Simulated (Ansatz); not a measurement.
Crystal: B$_{2}$O$_{5}$, cubic X2O5 type, 14 atoms in the cell.

Space group Pn-3m, simple cubic cell, positions in fractions of the edge: B (0 0 0), (0.5 0.5 0), (0.5 0 0.5), (0 0.5 0.5); O (0.5 0 0), (0 0.5 0), (0 0 0.5), (0.5 0.5 0.5), (0.75 0.75 0.25), (0.75 0.25 0.75), (0.25 0.75 0.75), (0.75 0.25 0.25), (0.25 0.75 0.25), (0.25 0.25 0.75).

All numbers below come from Ansatz 0.2.0 development build, PBE, plane waves, PAW datasets (generated soft set 1).

Cutoff 420 eV; k-mesh 23×23×23 Γ-centred; Fermi–Dirac smearing of 0.0612 eV; no spin polarisation.

```tsv
V (Å³/atom)	a (Å)	E − E(min) (meV/atom)	P (GPa)
7.302	4.6757	15.64	11.46
7.457	4.7086	6.63	7.19
7.612	4.7411	1.55	3.35
7.768	4.7731	0.00	-0.09
7.923	4.8048	1.60	-3.17
8.078	4.8360	6.04	-5.93
8.234	4.8668	13.01	-8.40
```

Task: Fit a third-order Birch–Murnaghan equation of state to the energies.

Result: V₀ = 7.764 Å³/atom (a₀ = 4.772 Å), B₀ = 163 GPa, B₀′ = 4.48.

The published all-electron PBE values for this crystal (mean of FLEUR and WIEN2k, k-spacing 0.06 Å⁻¹; Bosoni et al., Nat. Rev. Phys. 6, 45 (2024)) are V₀ = 7.768 Å³/atom, B₀ = 163.1 GPa, B₀′ = 4.44.

The stress includes the program's correction for the finite plane-wave basis.

This cubic structure is a model: it isn't the usual form of the substance at ambient conditions, and such phases are metastable or hypothetical.
